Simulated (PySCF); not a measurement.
A series of substituents X on one scaffold: ethyl-X. All species are isolated molecules in the gas phase. One relaxed conformer stands for each flexible species; it need not be the lowest. Strings in code marks are SMILES.

Calculation: PBE-D3(BJ)/def2-TZVP // B3LYP-D3(BJ)/def2-TZVP run with PySCF 2.14.0. All candidates: neutral, multiplicity 1. Excitations are Tamm–Dancoff values on a coarser integration grid. The basis has no diffuse functions, so Rydberg states are missing or too high.

The T1 excitation (TDA) comes out as 6.49 eV, the HOMO–LUMO gap comes out as 7.53 eV and the HOMO is -7.96 eV.

**Question.** Name which member has these values.
A. `CCN`
B. `CCC#N`
C. `[C-]#[N+]CC`
D. `CCS` (C–C–S–H torsion 62°)

**Answer.** B, `CCC#N`. The others give `CCN`: 5.43 eV, 5.59 eV, -5.30 eV; `[C-]#[N+]CC`: 5.71 eV, 6.56 eV, -6.97 eV; `CCS` (C–C–S–H torsion 62°): 4.78 eV, 5.08 eV, -5.51 eV
